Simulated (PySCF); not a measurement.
Gas-phase reaction: 2 SiCl + F2 ⇌ SiCl2F2 + Si, at 2000 K and a standard pressure of 1 bar. Level: r2SCAN/def2-TZVP†.

Computed with PySCF and rigid-rotor harmonic-oscillator thermochemistry at 1 bar. † marks an energy on the PBE0/def2-TZVP geometry and frequencies. Open shells (unrestricted): SiCl (multiplicity 2, electronic degeneracy 4), Si (multiplicity 3, electronic degeneracy 9); the rest are closed-shell singlets. Spin-orbit splitting is ignored; it lowers the true energy and changes the entropy of SiCl, Si. The harmonic model lacks anharmonicity and excited electronic states, which grow with temperature; levels with a mode under 35 cm⁻¹ are left out.

```tsv
species	E (Ha)	H(2000 K) − E (kJ/mol)	S°(2000 K) (J/mol/K)
SiCl	-749.62347	75.0	308.0
F2	-199.51716	75.7	267.5
SiCl2F2	-1409.79428	218.2	512.1
Si	-289.34122	41.6	208.3
```
E: electronic energy; H − E holds the zero-point and thermal terms. 1 Ha = 2625.5 kJ/mol.

Task: Work out ΔH°, ΔS°, ΔG° and log10 K from these numbers.

Result: 1. ΔE = 1×(-1409.79428) + 1×(-289.34122) − 2×(-749.62347) − 1×(-199.51716) = -0.37140 Ha = -975.1 kJ.
2. Δ(H − E) = 1×(218.2) + 1×(41.6) − 2×(75.0) − 1×(75.7) = 34.1 kJ, so ΔH° = -941.0 kJ.
3. ΔS° = 1×(512.1) + 1×(208.3) − 2×(308.0) − 1×(267.5) = -163.1 J/K; the number of gas molecules changes by -1.
4. ΔG° = ΔH° − TΔS° = -941.0 − 2000×(-163.1)/1000 = -614.8 kJ.
5. log10 K = −ΔG°/(RT ln 10) = 16.06, with RT ln 10 = 38.29 kJ/mol; at standard pressures the products are favoured.
6. A shift of 10 kJ in ΔE would move log10 K by 0.26 here.
For scale, ΔH°(298 K) is -965 kJ at this level, -959 kJ at ωB97M-V/def2-TZVP†, and runs from -1031 to -719 kJ over the 20 levels computed.
